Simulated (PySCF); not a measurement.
A species of formula C5H10O has this rotational fingerprint, computed with PBE0-D3(BJ)/def2-SVP geometry optimisation, gas phase (PySCF):

- Rotational constants: A = 6036, B = 2667, C = 2040 MHz
- Dipole components: |μa| = 0.91 D, |μb| = 1.58 D, |μc| = 0.14 D
- Inertial defect: -25.54 u·Å²
- κ: -0.69

**Question.** Which candidate fits, each taken in the one conformer that was computed?
A. `[CH3:1][CH:2]([CH3:3])[C@H:4]1[CH2:5][O:6]1` with C1–C2–C4–C5 94°
B. `[CH3:1][CH2:2][CH2:3][C:4]([CH3:5])=[O:6]` with C1–C2–C3–C4 179°, C2–C3–C4–C5 178°
C. `[CH3:1][C:2](=[O:3])[CH:4]([CH3:5])[CH3:6]` with C1–C2–C4–C5 -178° (methyl isopropyl ketone)
D. `[OH:1][CH:2]1[CH2:3][CH2:4][CH2:5][CH2:6]1` with H–O1–C2–C3 -171°, O1–C2–C3–C4 77°, C2–C3–C4–C5 24°, C3–C4–C5–C6 2°, C4–C5–C6–C2 -27° (cyclopentanol)
E. `[CH2:1]=[CH:2][C@H:3]([CH3:4])[CH2:5][OH:6]` with C1–C2–C3–C4 -138°, C2–C3–C5–O6 -60°, C3–C5–O6–H 50° (2-methyl-3-buten-1-ol)

**Answer.** A. It is CC(C)[C@H]1CO1, an asymmetric top, point group C1. The candidates at the same level (rigid rotor, commonest isotopes):

```
        SMILES  A (MHz)  B (MHz)  C (MHz)  μa (D)  μb (D)  μc (D)  Δ (u·Å²)  point group                        rotor
CC(C)[C@H]1CO1     6036     2667     2040    0.91    1.58    0.14    -25.54           C1               asymmetric top
      OC1CCCC1     5016     3654     2948    0.08    1.20    0.78    -67.66            –               asymmetric top
     CCCC(C)=O     8430     1802     1541    0.34    2.64    0.00    -12.52            –  near-prolate asymmetric top
   CC(=O)C(C)C     4687     3109     2099    0.65    2.53    0.81    -29.56           C1               asymmetric top
 C=C[C@H](C)CO     3575     3495     1938    1.40    0.78    0.54    -25.23           C1   near-oblate asymmetric top
```

`CC(=O)C(C)C` has A 22 % too low; `C=C[C@H](C)CO` has A 41 % too low; `CCCC(C)=O` has A 40 % too high; `OC1CCCC1` has C 44 % too high. No structure here is proved a minimum.
